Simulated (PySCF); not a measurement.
AlCl3, SMILES [Cl][Al]([Cl])[Cl] (connectivity only; charge and spin as stated), charge +1, multiplicity 2.

The structure is a stationary point at B3LYP-D3(BJ)/def2-SVP. The multiplicity is an assumed one; other spin states were not compared. The isomer is the one that the SMILES or the coordinates give; other isomers of the formula were not compared.

All values below come from PySCF 2.14.0 with B3LYP-D3(BJ)/def2-SVP.

Frequencies are harmonic and unscaled.

```
mode  ν (cm⁻¹)  IR (km/mol)  moving atoms (share of kinetic energy)
----  --------  -----------  --------------------------------------
1          105          8.8                        Cl 73 %, Al 27 %
2          143          3.6                                 Cl 92 %
3          147         38.8                        Al 79 %, Cl 21 %
4          375          0.8                                 Cl 99 %
5          405          0.8                        Al 52 %, Cl 48 %
6          714        129.2                        Al 71 %, Cl 29 %
```
